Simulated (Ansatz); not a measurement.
# AlPH2 (quintet): wave-function methods side by side, def2-TZVPP

An exercise on one series of results from a longer session: the logs are not shown, and one member is left open.

Computed with Ansatz 0.2.0, Gaussian basis. Level: def2-TZVPP, core rule «outside noble gas», up to 10 orbitals frozen.

The runs, in order: UHF; ROHF; CCSD(T) on UHF.

2 further runs of the same task are left out: 2 set aside as unsound or not needed.

### The geometry

The geometry is a PBE0/def2-TZVP stationary point (not a proven minimum) of the parent state, kept for this charge and spin.

4 atoms, charge 0, spin multiplicity 5.

Atoms are counted from 1 here; the program's logs count them from 0.

Bond lengths: Al1–P2 2.334 Å, Al1–H3 1.588 Å, Al1–H4 1.588 Å. Angles: P2–Al1–H3 119.7°, P2–Al1–H4 119.7°, H3–Al1–H4 120.5°.

Coordinates:

```
Al    0.0000    0.0000    1.1792
P     0.0000    0.0000   -1.1552
H     0.0000    1.3785    1.9666
H     0.0000   -1.3785    1.9666
```

The first run:

Contents of in.yaml:

```yaml
crystal:
  periodic: [false, false, false]
  atoms:
    - {symbol: Al, position_ang: [0.000000, 0.000000, 1.179176]}
    - {symbol: P, position_ang: [0.000000, 0.000000, -1.155185]}
    - {symbol: H, position_ang: [0.000000, 1.378539, 1.966597]}
    - {symbol: H, position_ang: [0.000000, -1.378539, 1.966597]}
basis:
  gaussian: {orbitals: def2-TZVPP}
magnetization: {spin_polarized: true, initial_magnetization: 4}
hamiltonian: {xc: hf}
output: {orbitals: {seedname: orbitals}}
```

Started as:

```console
ansatz run in.yaml --threads 1 --pin off --events-out ev --progress --plain --max-ram 4096MiB --backend cpu
```

Steps of the session up to this table: UHF; ROHF; CCSD(T) on UHF.

One table of the session follows, with a row left open; its other results are not shown here.

```
  method  from UCCSD(T) (meV)
    ROHF              +5888.1
     UHF                    ?
    UMP2              +1261.3
   UCCSD               +227.1
UCCSD(T)                    0
```

Estimate the missing values for UHF.

As computed: from UCCSD(T) (meV): +5819.6. In the column «from UCCSD(T) (meV)» it lies between UMP2 (+1261.3) and ROHF (+5888.1).
